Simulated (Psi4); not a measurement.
Psi4 input (wB97X-D/6-311+G**):

```
memory 1500 MB

molecule {
-1 1
C    -1.12170049   -0.06477832   -0.00321981
S     0.70892160    0.04094030    0.00203494
H    -1.49834475   -0.72773810   -0.79531264
H    -1.51919535   -0.45321230    0.94541316
H    -1.59500260    0.91457557   -0.16334069
symmetry c1
no_reorient
no_com
}

set {
  basis 6-311+G**
  reference rks
  scf_type pk
  dft_radial_points 99
  dft_spherical_points 590
  e_convergence 1e-8
  d_convergence 1e-7
  maxiter 150
}

e = energy('wb97x-d')
print_out(f'\nFINAL {e:.10f} DIPOLE {variable("CURRENT DIPOLE")[0]:.6f} {variable("CURRENT DIPOLE")[1]:.6f} {variable("CURRENT DIPOLE")[2]:.6f}\n')
```

Output:

```
   => Loading Basis Set <=

    Name: 6-311+G**
    Role: ORBITAL
    Keyword: BASIS
    atoms 1   entry C          line   129 file 6-311pgss.gbs
    atoms 2   entry S          line   429 file 6-311pgss.gbs
    atoms 3-5 entry H          line    42 file 6-311pgss.gbs

   => WB97X-D: Empirical Dispersion <=

    Chai and Head-Gordon Dispersion Correction
    Chai, J.-D.; Head-Gordon, M. (2010), J. Chem. Phys., 132: 6615-6620

        s6 =       1.000000

         ---------------------------------------------------------
                                   SCF
               by Justin Turney, Rob Parrish, Andy Simmonett
                          and Daniel G. A. Smith
                              RKS Reference
         ---------------------------------------------------------

  ==> Geometry <==

    Molecular point group: c1
    Full point group: C1

    Geometry (in Angstrom), charge = -1, multiplicity = 1:

       Center              X                  Y                   Z               Mass
    ------------   -----------------  -----------------  -----------------  -----------------
         C           -1.121700490000    -0.064778320000    -0.003219810000    12.000000000000
         S            0.708921600000     0.040940300000     0.002034940000    31.972071174400
         H           -1.498344750000    -0.727738100000    -0.795312640000     1.007825032230
         H           -1.519195350000    -0.453212300000     0.945413160000     1.007825032230
         H           -1.595002600000     0.914575570000    -0.163340690000     1.007825032230

  Running in c1 symmetry.

  Rotational constants: A =      5.38543  B =      0.42136  C =      0.42136 [cm^-1]
  Rotational constants: A = 161451.10673  B =  12632.17074  C =  12632.17074 [MHz]
  Nuclear repulsion =   47.554309306995037

  Charge       = -1
  Multiplicity = 1
  Electrons    = 26
  Nalpha       = 13
  Nbeta        = 13

  ==> Algorithm <==

  SCF Algorithm Type is PK.
  DIIS enabled.
  MOM disabled.
  Fractional occupation disabled.
  Guess Type is SAD.
  Energy threshold   = 1.00e-08
  Density threshold  = 1.00e-07
  Integral threshold = 1.00e-12

  ==> Primary Basis <==

  Basis Set: 6-311+G**
    Blend: 6-311+G**
    Number of shells: 36
    Number of basis functions: 70
    Number of Cartesian functions: 72
    Spherical Harmonics?: true
    Max angular momentum: 2

  ==> DFT Potential <==

   => LibXC <=

    Version 7.1.2
    S. Lehtola, C. Steigemann, M. J. T. Oliveira, and M. A. L. Marques,  SoftwareX 7, 1–5 (2018) (10.1016/j.softx.2017.11.002)

   => Composite Functional: WB97X-D <=

    wB97X-D Hyb-GGA Exchange-Correlation Functional

    J.-D. Chai and M. Head-Gordon,  Phys. Chem. Chem. Phys. 10, 6615–6620 (2008) (10.1039/B810189B)

    Deriv               =              1
    GGA                 =           TRUE
    Meta                =          FALSE

    Exchange Hybrid     =           TRUE
    MP2 Hybrid          =          FALSE

   => Exchange-Correlation Functionals <=

    1.0000   wB97X-D range-separated functional

   => Exact (HF) Exchange <=

    0.7780            HF,LR [omega = 0.2000]
    0.2220               HF

   => LibXC Density Thresholds  <==

    XC_HYB_GGA_XC_WB97X_D:  1.00E-14

   => Molecular Quadrature <=

    Radial Scheme          =       TREUTLER
    Pruning Scheme         =           NONE
    Nuclear Scheme         =       TREUTLER

    Blocking Scheme        =         OCTREE
    BS radius alpha        =              1
    Pruning alpha          =              1
    Radial Points          =             99
    Spherical Points       =            590
    Total Points           =         281784
    Total Blocks           =           2081
    Max Points             =            256
    Max Functions          =             70
    Weights Tolerance      =       1.00E-15

  ==> Integral Setup <==

  Using in-core PK algorithm.
   Calculation information:
      Number of atoms:                   5
      Number of AO shells:              36
      Number of primitives:             62
      Number of atomic orbitals:        72
      Number of basis functions:        70

      Integral cutoff                 1.00e-12
      Number of threads:                 1

  Performing in-core PK
  Using 9266565 doubles for integral storage.
  We computed 216197 shell quartets total.
  Whereas there are 222111 unique shell quartets.

  Computing range-separated integrals for PK
  We computed 216197 wK shell quartets total.
  Whereas there are 222111 wK unique shell quartets.

  ==> DiskJK: Disk-Based J/K Matrices <==

    J tasked:                  Yes
    K tasked:                  Yes
    wK tasked:                 Yes
    Omega:               2.000E-01
    Schwarz Cutoff:          1E-12


  Cached 100.0% of DFT collocation blocks in 0.484 [GiB].

  Minimum eigenvalue in the overlap matrix is 6.3004756195E-04.
  Reciprocal condition number of the overlap matrix is 8.8068633192E-05.
    Using symmetric orthogonalization.

  ==> Pre-Iterations <==

  SCF Guess: Superposition of Atomic Densities via on-the-fly atomic UHF (no occupation information).

   -------------------------
    Irrep   Nso     Nmo
   -------------------------
     A         70      70
   -------------------------
    Total      70      70
   -------------------------

  ==> Iterations <==

                        Total Energy        Delta E     RMS |[F,P]|

   @RKS iter SAD:  -437.46711645898972   -4.37467e+02   0.00000e+00
   @RKS iter   1:  -437.92404351639198   -4.56927e-01   9.30775e-03 ADIIS/DIIS
   @RKS iter   2:  -438.00525942816512   -8.12159e-02   7.52444e-03 ADIIS/DIIS
   @RKS iter   3:  -438.12721674356487   -1.21957e-01   5.67779e-04 ADIIS/DIIS
   @RKS iter   4:  -438.12820846600744   -9.91722e-04   2.10981e-04 ADIIS/DIIS
   @RKS iter   5:  -438.12835300956124   -1.44544e-04   7.64563e-05 DIIS
   @RKS iter   6:  -438.12837110508849   -1.80955e-05   1.60091e-05 DIIS
   @RKS iter   7:  -438.12837262209320   -1.51700e-06   3.36025e-06 DIIS
   @RKS iter   8:  -438.12837277848911   -1.56396e-07   1.02818e-06 DIIS
   @RKS iter   9:  -438.12837278947410   -1.09850e-08   2.20687e-07 DIIS
   @RKS iter  10:  -438.12837279044544   -9.71340e-10   7.83945e-08 DIIS
  Energy and wave function converged.

  ==> Post-Iterations <==

   Electrons on quadrature grid:
      Ntotal   =   26.0000000397 ; deviation = 3.966e-08

    Orbital Energies [Eh]
    ---------------------

    Doubly Occupied:

       1A    -88.725253     2A    -10.105125     3A     -7.764507
       4A     -5.715134     5A     -5.706417     6A     -5.706417
       7A     -0.629287     8A     -0.466340     9A     -0.302434
      10A     -0.302432    11A     -0.196179    12A     -0.056336
      13A     -0.056336

    Virtual:

      14A      0.199578    15A      0.238415    16A      0.243681
      17A      0.243681    18A      0.271996    19A      0.271996
      20A      0.283271    21A      0.330061    22A      0.376436
      23A      0.390090    24A      0.390090    25A      0.464523
      26A      0.591157    27A      0.611393    28A      0.611393
      29A      0.660154    30A      0.660155    31A      0.748933
      32A      0.854819    33A      0.854819    34A      0.900911
      35A      0.981789    36A      1.109192    37A      1.109193
      38A      1.115737    39A      1.165101    40A      1.165103
      41A      1.315511    42A      1.401493    43A      1.401495
      44A      1.731769    45A      1.835289    46A      1.835300
      47A      1.923700    48A      1.930281    49A      1.930283
      50A      2.087811    51A      2.087812    52A      2.191030
      53A      2.356798    54A      2.460435    55A      2.460436
      56A      2.675854    57A      2.769722    58A      2.769724
      59A      2.785768    60A      2.785769    61A      3.075667
      62A      3.469458    63A      4.010028    64A      4.010028
      65A      8.100358    66A     17.727722    67A     17.727722
      68A     17.816386    69A     24.218103    70A    189.316099

    Final Occupation by Irrep:
              A
    DOCC [    13 ]
    NA   [    13 ]
    NB   [    13 ]

  @RKS Final Energy:  -438.12837279044544

   => Energetics <=

    Nuclear Repulsion Energy =             47.5543093069950373
    One-Electron Energy =                -703.9941857422929843
    Two-Electron Energy =                 241.5491361901990786
    DFT Exchange-Correlation Energy =     -23.2371775319461946
    Empirical Dispersion Energy =          -0.0004550134003739
    VV10 Nonlocal Energy =                  0.0000000000000000
    Total Energy =                       -438.1283727904454395

Computation Completed

Properties will be evaluated at   0.000000,   0.000000,   0.000000 [a0]

Properties computed using the SCF density matrix

 Multipole Moments:

 ------------------------------------------------------------------------------------
     Multipole            Electronic (a.u.)      Nuclear  (a.u.)        Total (a.u.)
 ------------------------------------------------------------------------------------

 L = 1.  Multiply by 2.5417464519 to convert [e a0] to [Debye]
 Dipole X            :         -1.4449684           -0.0000001           -1.4449685
 Dipole Y            :         -0.0834473            0.0000001           -0.0834472
 Dipole Z            :         -0.0041478            0.0000000           -0.0041477
 Magnitude           :                                                    1.4473820

 ------------------------------------------------------------------------------------

FINAL -438.1283727904 DIPOLE -1.444969 -0.083447 -0.004148

*** Psi4 exiting successfully. Buy a developer a beer!
```

The dipole moment of an ion depends on the origin.
